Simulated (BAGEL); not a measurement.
**H2S3 at 6 levels**

We compute a comparison of 6 runs (HF/STO-3G, HF/6-31G*, B3LYP/6-31G*, PBE0/def2-SVP, CASCI(4 orbitals)/6-31G, RI-MP2/aug-cc-pVDZ) of H2S3. 

The results are computed with BAGEL 1.2.2.

2 further runs of the same task are left out: 2 that didn't finish.

## Step 1: The molecule

H2S3 has 5 atoms, charge 0, and is taken as a singlet. The shape is that of a GFN2-xTB optimisation.

Bond lengths: S1–S2 2.051 Å, S2–S3 2.051 Å, S1–H4 1.338 Å, S3–H5 1.339 Å. Angles: S1–S2–S3 108.2°, S2–S1–H4 98.2°, S2–S3–H5 98.2°.

## Step 2: A single-point energy at HF/STO-3G (run 1)

Input file input.json:

```json
{ "bagel": [

{
  "title": "molecule",
  "basis": "sto-3g",
  "df_basis": "qzvpp-jkfit",
  "angstrom": "false",
  "geometry": [
    { "atom": "S", "xyz": [  1.17890564,  0.26165148,  2.92142210 ] },
    { "atom": "S", "xyz": [  0.33586102,  1.80117356, -0.53324292 ] },
    { "atom": "S", "xyz": [ -1.30513935, -0.95066452, -2.71317428 ] },
    { "atom": "H", "xyz": [  3.50536637, -0.57260591,  2.38662961 ] },
    { "atom": "H", "xyz": [ -3.71499369, -0.53955460, -2.06165341 ] }
  ]
},
{
  "title": "hf",
  "df": "false"
},
{
  "title": "print",
  "file": "orbitals.molden",
  "orbitals": "true"
}

]}
```

Started as:

```bash
$ BAGEL_NUM_THREADS=1 BAGEL input.json > input.out
```

The program printed:

```text
* using 1 threads per process

  ===============================================================
  ===============================================================

  *** Geometry ***

  { "atom" : "S", "xyz" : [      1.178906,      0.261651,      2.921422 ] },
  { "atom" : "S", "xyz" : [      0.335861,      1.801174,     -0.533243 ] },
  { "atom" : "S", "xyz" : [     -1.305139,     -0.950665,     -2.713174 ] },
  { "atom" : "H", "xyz" : [      3.505366,     -0.572606,      2.386630 ] },
  { "atom" : "H", "xyz" : [     -3.714994,     -0.539555,     -2.061653 ] },

  Number of auxiliary basis functions:      420

  Since a DF basis is specified, we compute 2- and 3-index integrals:
    o Being stored without compression. Storage requirement is 0.003 GB

  Number of basis functions:       29
  Number of electrons      :       50

    * METHOD: MOLECULE                             0.09

  *** RHF ***

  === Nuclear Repulsion ===
   196.7418457588

      * DIIS with orbital gradients will be used.

  === RHF iteration (sto-3g) ===
      0      -1180.63490672          0.01009989           0.03
      1      -1180.67115608          0.00200801           0.03
      2      -1180.67333242          0.00039507           0.03
      3      -1180.67345858          0.00010810           0.03
      4      -1180.67346938          0.00002210           0.03
      5      -1180.67346993          0.00000548           0.03
      6      -1180.67346997          0.00000174           0.02
      7      -1180.67346997          0.00000030           0.02
      8      -1180.67346997          0.00000008           0.02
      9      -1180.67346997          0.00000002           0.02
     10      -1180.67346997          0.00000001           0.02
    * SCF iteration converged.

    * Permanent dipole moment:
           (    0.026506,     0.139589,    -0.040734) a.u.

    * METHOD: HF                                   0.32

    * METHOD: PRINT                                0.00

  ===============================================================
```

Run time: 0.64 s. Hardware: 1 thread of AMD EPYC 9R45 (Zen 5), shared host; peak memory 0.25 GiB.

## Step 3: The energy at HF/6-31G(d) (spherical functions) (run 2)

Input file input.json:

```json
{ "bagel" : [

{
  "title" : "molecule",
  "basis" : "6-31gs.json",
  "df_basis" : "qzvpp-jkfit",
  "angstrom" : true,
  "geometry" : [
    { "atom" : "S", "xyz" : [       0.623850,       0.138460,       1.545950 ] },
    { "atom" : "S", "xyz" : [       0.177730,       0.953140,      -0.282180 ] },
    { "atom" : "S", "xyz" : [      -0.690650,      -0.503070,      -1.435750 ] },
    { "atom" : "H", "xyz" : [       1.854960,      -0.303010,       1.262950 ] },
    { "atom" : "H", "xyz" : [      -1.965890,      -0.285520,      -1.090980 ] }
  ]
},

{
  "title" : "hf",
  "df" : false
},

{
  "title" : "print",
  "file" : "orbitals.molden",
  "orbitals" : true
}

]}
```

The basis set 6-31G* is read from a file made from the Basis Set Exchange's data (not shown).

Started as:

```bash
$ BAGEL_NUM_THREADS=1 BAGEL input.json > input.out
```

The program printed:

```text
* using 1 threads per process

  ===============================================================
  ===============================================================

  *** Geometry ***

  { "atom" : "S", "xyz" : [      1.178906,      0.261651,      2.921422 ] },
  { "atom" : "S", "xyz" : [      0.335861,      1.801174,     -0.533243 ] },
  { "atom" : "S", "xyz" : [     -1.305139,     -0.950665,     -2.713174 ] },
  { "atom" : "H", "xyz" : [      3.505366,     -0.572606,      2.386630 ] },
  { "atom" : "H", "xyz" : [     -3.714994,     -0.539555,     -2.061653 ] },

  Number of auxiliary basis functions:      420

  Since a DF basis is specified, we compute 2- and 3-index integrals:
    o Being stored without compression. Storage requirement is 0.011 GB

  Number of basis functions:       58
  Number of electrons      :       50

    * METHOD: MOLECULE                             0.12

  *** RHF ***

  === Nuclear Repulsion ===
   196.7418455583

      * DIIS with orbital gradients will be used.

  === RHF iteration (6-31gs.json) ===
      0      -1190.77946339          0.03454366           0.31
      1      -1193.23134538          0.02853029           0.31
      2      -1193.65481836          0.00465996           0.30
      3      -1193.67671812          0.00140436           0.28
      4      -1193.67898102          0.00049876           0.27
      5      -1193.67930603          0.00016982           0.27
      6      -1193.67934942          0.00006039           0.28
      7      -1193.67935716          0.00001912           0.28
      8      -1193.67935801          0.00000557           0.27
      9      -1193.67935807          0.00000227           0.27
     10      -1193.67935808          0.00000079           0.26
     11      -1193.67935808          0.00000026           0.26
     12      -1193.67935808          0.00000008           0.25
     13      -1193.67935808          0.00000003           0.23
     14      -1193.67935808          0.00000002           0.22
     15      -1193.67935808          0.00000001           0.22
    * SCF iteration converged.

    * Permanent dipole moment:
           (    0.043667,     0.230909,    -0.067601) a.u.

    * METHOD: HF                                   4.54

    * METHOD: PRINT                                0.01

  ===============================================================
```

Wall time 5.1 s (1 thread of AMD EPYC 9R45 (Zen 5), shared host); peak memory 0.25 GiB.

Runs 3 to 4 aren't shown in full; the table further down has their settings and results.

## Step 4: The energy at CASCI(4 orbitals)/6-31G (density fitting with svp-jkfit) (run 5)

Input file input.json:

```json
{ "bagel": [

{
  "title": "molecule",
  "basis": "6-31g",
  "df_basis": "svp-jkfit",
  "angstrom": "true",
  "geometry": [
    { "atom": "S", "xyz": [       0.623850,       0.138460,       1.545950 ] },
    { "atom": "S", "xyz": [       0.177730,       0.953140,      -0.282180 ] },
    { "atom": "S", "xyz": [      -0.690650,      -0.503070,      -1.435750 ] },
    { "atom": "H", "xyz": [       1.854960,      -0.303010,       1.262950 ] },
    { "atom": "H", "xyz": [      -1.965890,      -0.285520,      -1.090980 ] }
  ]
},

{
  "title": "hf",
  "charge": 0
},

{
  "title": "fci",
  "nstate": 1,
  "charge": 0,
  "ncore": 23,
  "norb": 4
}

]}
```

Started as:

```bash
$ BAGEL_NUM_THREADS=1 BAGEL input.json > input.out
```

The program printed:

```text
* using 1 threads per process

  ===============================================================
  ===============================================================

  *** Geometry ***

  { "atom" : "S", "xyz" : [      1.178906,      0.261651,      2.921422 ] },
  { "atom" : "S", "xyz" : [      0.335861,      1.801174,     -0.533243 ] },
  { "atom" : "S", "xyz" : [     -1.305139,     -0.950665,     -2.713174 ] },
  { "atom" : "H", "xyz" : [      3.505366,     -0.572606,      2.386630 ] },
  { "atom" : "H", "xyz" : [     -3.714994,     -0.539555,     -2.061653 ] },

  Number of auxiliary basis functions:      420

  Since a DF basis is specified, we compute 2- and 3-index integrals:
    o Being stored without compression. Storage requirement is 0.006 GB

  Number of basis functions:       43
  Number of electrons      :       50

    * METHOD: MOLECULE                             0.11

  *** RHF ***

  === Nuclear Repulsion ===
   196.7418455583

      * DIIS with orbital gradients will be used.

  === RHF iteration (6-31g) ===
      0      -1193.51878020          0.00919819           0.02
      1      -1193.54892183          0.00174583           0.01
      2      -1193.55074180          0.00070720           0.01
[... 8 lines of this table left out ...]
     11      -1193.55108371          0.00000001           0.02
    * SCF iteration converged.

    * Permanent dipole moment:
           (    0.050187,     0.265059,    -0.077340) a.u.

    * METHOD: HF                                   0.23

  ---------------------------
        FCI calculation
  ---------------------------

  Performs exactly the same way as Knowles & Handy 1984 CPL

  o alpha-beta strings
      length:            12
  o size of the space
      determinant space:  36
      spin-adapted space: 20

  o single displacement lists (alpha)
      length:            36
  o single displacement lists (beta)
      length:            36

     guess   0:   closed 11..                 open ....

  === FCI iteration ===

      0  0     -1193.55108371     8.62e-03      0.00
      1  0     -1193.55535389     1.79e-03      0.00
      2  0     -1193.55558546     1.85e-04      0.00
[... 6 lines of this table left out ...]
      9  0 *   -1193.55558828     1.99e-11      0.00

     * ci vector, state   0, <S^2> = -0.0000
       22..    -0.9958882283

    * METHOD: FCI                                  0.02

  ===============================================================
```

Wall time 0.6 s (1 thread of AMD EPYC 9R45 (Zen 5), shared host); peak memory 0.25 GiB.

## Step 5: The energy at RI-MP2/aug-cc-pVDZ (density fitting with cc-pvdz-jkfit) (run 6)

Input file mp2.json:

```json
{ "bagel": [

{
  "title": "molecule",
  "basis": "aug-cc-pvdz.json",
  "df_basis": "cc-pvdz-jkfit",
  "geometry": [
    { "atom": "S", "xyz": [  1.17890564,  0.26165148,  2.92142210 ] },
    { "atom": "S", "xyz": [  0.33586102,  1.80117356, -0.53324292 ] },
    { "atom": "S", "xyz": [ -1.30513935, -0.95066452, -2.71317428 ] },
    { "atom": "H", "xyz": [  3.50536637, -0.57260591,  2.38662961 ] },
    { "atom": "H", "xyz": [ -3.71499369, -0.53955460, -2.06165341 ] }
  ]
},
{ "title": "hf" },
{ "title": "mp2", "ncore": 15 }

]}
```

The basis set aug-cc-pVDZ is read from a file made from the Basis Set Exchange's data (not shown).

Started as:

```bash
$ BAGEL_NUM_THREADS=1 BAGEL mp2.json > mp2.out
```

The program printed:

```text
* using 1 threads per process

  ===============================================================
  ===============================================================

  *** Geometry ***

  { "atom" : "S", "xyz" : [      1.178906,      0.261651,      2.921422 ] },
  { "atom" : "S", "xyz" : [      0.335861,      1.801174,     -0.533243 ] },
  { "atom" : "S", "xyz" : [     -1.305139,     -0.950665,     -2.713174 ] },
  { "atom" : "H", "xyz" : [      3.505366,     -0.572606,      2.386630 ] },
  { "atom" : "H", "xyz" : [     -3.714994,     -0.539555,     -2.061653 ] },

  Number of auxiliary basis functions:      382

  Since a DF basis is specified, we compute 2- and 3-index integrals:
    o Being stored without compression. Storage requirement is 0.030 GB

  Number of basis functions:       99
  Number of electrons      :       50

    * METHOD: MOLECULE                             0.11

  *** RHF ***

  === Nuclear Repulsion ===
   196.7418457588

      * DIIS with orbital gradients will be used.

  === RHF iteration (aug-cc-pvdz.json) ===
      0      -1193.71789726          0.00644282           0.04
      1      -1193.75814667          0.00255871           0.04
      2      -1193.76344027          0.00111502           0.04
      3      -1193.76464382          0.00023506           0.04
      4      -1193.76471081          0.00008421           0.04
      5      -1193.76472261          0.00002999           0.04
      6      -1193.76472432          0.00001034           0.04
      7      -1193.76472451          0.00000345           0.04
      8      -1193.76472453          0.00000095           0.04
      9      -1193.76472453          0.00000050           0.04
     10      -1193.76472453          0.00000013           0.04
     11      -1193.76472453          0.00000005           0.04
     12      -1193.76472453          0.00000002           0.04
     13      -1193.76472453          0.00000001           0.04
    * SCF iteration converged.

    * Permanent dipole moment:
           (    0.038246,     0.202138,    -0.059144) a.u.

    * METHOD: HF                                   0.63

  *** RHF ***

  === Nuclear Repulsion ===
   196.7418457588

      * DIIS with orbital gradients will be used.

  === RHF iteration (aug-cc-pvdz.json) ===
      0      -1193.76472453          0.00000000           0.04
    * SCF iteration converged.

    * Permanent dipole moment:
           (    0.038246,     0.202139,    -0.059144) a.u.

  === DF-MP2 calculation ===

    * freezing 15 orbitals
    * 3-index integral transformation done
    * assembly done

      MP2 correlation energy:   -0.4251954524      0.02

      MP2 total energy:       -1194.1899199851

    * METHOD: MP2                                  0.10

  ===============================================================
```

Wall time 1.1 s (1 thread of AMD EPYC 9R45 (Zen 5), shared host); peak memory 0.25 GiB.

## Step 6: The series

```tsv
run	level	integral approximation	task	energy (Eh)	dipole moment (D)	wall time
1	HF/STO-3G	none	energy	-1180.673470	0.38	0.64 s
2	HF/6-31G* (spherical functions)	none	energy	-1193.679358	0.62	5.1 s
3	B3LYP/6-31G* (density fitting with qzvpp-jkfit, spherical functions)	qzvpp-jkfit	gradient	-1195.755688	0.58	4.5 s
4	PBE0/def2-SVP (density fitting with qzvpp-jkfit)	qzvpp-jkfit	gradient	-1194.981386	0.57	4.5 s
5	CASCI(4 orbitals)/6-31G (density fitting with svp-jkfit)	svp-jkfit	energy	-1193.555588	–	0.6 s
6	RI-MP2/aug-cc-pVDZ (density fitting with cc-pvdz-jkfit)	cc-pvdz-jkfit	energy	-1194.189920	–	1.1 s
```

## Step 7: What came out

| quantity | value |
| --- | --- |
| run 6: total energy | -1194.18992 Eh |
| run 6: correlation energy (15 core orbitals frozen) | -425.2 mEh |

**Reading.** Over runs 1, 2, 3, 4 the dipole moment (its size) runs from 0.38 D (HF/STO-3G) to 0.62 D (HF/6-31G*). Totals of different functionals can't be ranked against each other. In run 1 the basis is minimal, so the values are rough. All runs together took 16 s, the longest 5.1 s.
